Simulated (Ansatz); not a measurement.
Reaction (isomerisation): `C=C(N)CF` → `C/C=N/CF`

Isolated molecules relaxed with PBE0-D4/def2-TZVP in Ansatz; ΔE leaves out vibrations. CCSD(T)/CBS adds triple-zeta CCSD(T) − MP2 to the extrapolated MP2 energy (def2 sets, frozen cores). Functionals use def2-TZVPP. B3LYP here is the variant with VWN-RPA as its local correlation; programs differ in this. One conformer a species, not always the lowest.

`C=C(N)CF`:

```xyz
11

C     0.884   -1.199    0.136
C     0.233   -0.043   -0.016
N     0.788    1.143   -0.456
C    -1.190    0.095    0.421
F    -1.938    0.736   -0.562
H     1.936   -1.299   -0.104
H     0.375   -2.065    0.535
H     0.140    1.748   -0.936
H     1.663    1.052   -0.946
H    -1.257    0.714    1.321
H    -1.635   -0.882    0.607
```

`C/C=N/CF`:

Z-matrix (Å, degrees):
```
C
C 1 1.485
H 1 1.095 2 110.2
H 1 1.094 2 110.2 3 -117.4
H 1 1.089 2 110.6 3 121.1
N 2 1.262 1 122.5 3 -119.4
H 2 1.103 1 116.4 3 60.5
C 6 1.426 2 117.4 1 178.2
F 8 1.373 6 109.2 2 131.8
H 8 1.101 6 113.4 2 12.0
H 8 1.095 6 109.0 2 -110.9
```

| level | ΔE (kJ/mol) | difference from CCSD(T)/CBS |
| --- | --- | --- |
| PBE-D4 | 11.6 | 0.3 |
| r2SCAN-D4 | 13.6 | 2.3 |
| PBE0-D4 | 12.9 | 1.6 |
| B3LYP-D4 | 10.9 | -0.4 |
| ωB97X-V | 7.5 | -3.8 |
| ωB97M-V | 11.9 | 0.6 |
| B2PLYP | 7.9 | -3.4 |
| PBE | 9.8 | -1.5 |
| r2SCAN | 13.3 | 2.0 |
| PBE0 | 11.4 | 0.1 |
| B3LYP | 8.0 | -3.3 |
| HF/def2-TZVPP | -0.1 | -11.4 |
| MP2/def2-TZVPP | 10.1 | -1.2 |
| SCS-MP2/def2-TZVPP | 4.8 | -6.5 |
| CCSD/def2-TZVPP | 6.2 | -5.1 |
| CCSD(T)/def2-TZVPP | 6.4 | -4.9 |
| HF/def2-QZVPP | -0.2 | -11.5 |
| MP2/def2-QZVPP | 12.9 | 1.6 |
| SCS-MP2/def2-QZVPP | 7.5 | -3.8 |
| HF/CBS(def2) | -0.2 | -11.5 |
| MP2/CBS(def2) | 15.0 | 3.7 |
| CCSD/CBS(def2) | 11.0 | -0.3 |
| CCSD(T)/CBS | 11.3 | 0 |

Largest T1 diagnostic among the species: 0.012.

In def2-TZVPP, CCSD(T) changes the Hartree–Fock value by +6.5 kJ/mol (the triples alone add +0.2 kJ/mol) and MP2 by +10.2 kJ/mol.
